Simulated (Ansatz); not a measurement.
# CH2O3: the cost of one run

Program: Ansatz 0.2.0. Level of theory: the levels named in each step. These are calculated values, not measurements.

## Step 1: Starting point

Bond lengths: O2–C3 1.143 Å, C3–O4 1.145 Å, O1–H5 0.960 Å, O1–H6 0.960 Å. Angles: O2–C3–O4 177.5°, H5–O1–H6 107.0°.

As a file:

```xyz
6

O     1.3381   -0.3337    1.3427
O    -0.0519   -0.5439   -1.3435
C    -0.5447    0.1295   -0.5622
O    -1.0746    0.8121    0.1885
H     2.2174    0.0011    1.5330
H     0.9141   -0.5060    2.1863
```

## Step 2: A rough first relaxation, PBE-D4/def2-SVP

This run stands in another session on the same molecule. It ended at:

```xyz
6

O     1.3691   -0.6481    1.4628
O     0.0531   -0.4418   -1.3762
C    -0.4456    0.1062   -0.4671
O    -0.9925    0.6865    0.3991
H     2.0671    0.0122    1.2955
H     0.7472   -0.1558    2.0307
```

## Step 3: Relaxation, PBE0-D4/def2-TZVPP

This run stands in another session on the same molecule. It ended at:

```xyz
6

O     1.2386   -0.3537    1.4697
O     0.1757   -0.2692   -1.3713
C    -0.5840    0.1055   -0.5833
O    -1.3719    0.4892    0.1718
H     2.1790   -0.4562    1.3203
H     1.1609    0.0436    2.3376
```

## Step 4: Frequencies, PBE0-D4/def2-TZVPP

File input.yaml:

```yaml
crystal:
  periodic: [false, false, false]
  atoms:
    - { symbol: O, position_ang: [1.23863024, -0.35370592, 1.46968012] }
    - { symbol: O, position_ang: [0.17567895, -0.2691635, -1.37125005] }
    - { symbol: C, position_ang: [-0.58397615, 0.10550918, -0.58332253] }
    - { symbol: O, position_ang: [-1.37193014, 0.48919503, 0.17178509] }
    - { symbol: H, position_ang: [2.17902632, -0.45624835, 1.32033098] }
    - { symbol: H, position_ang: [1.1609408, 0.04360357, 2.33758638] }
basis:
  gaussian: { orbitals: def2-TZVPP }
hamiltonian:
  xc: pbe0
  dispersion: d4
phonons: {}
```

The run is started by

```
$ ansatz run input.yaml --threads 4 --pin off --max-ram 10240MiB --backend cpu --events-out ev --progress --plain --runs-dir out
```

**Question.** How long does this run take on 4 threads of Intel Xeon Platinum 8488C (Sapphire Rapids), shared host, and how much memory does it need?

About 19 s, with a peak of 0.25 GiB.
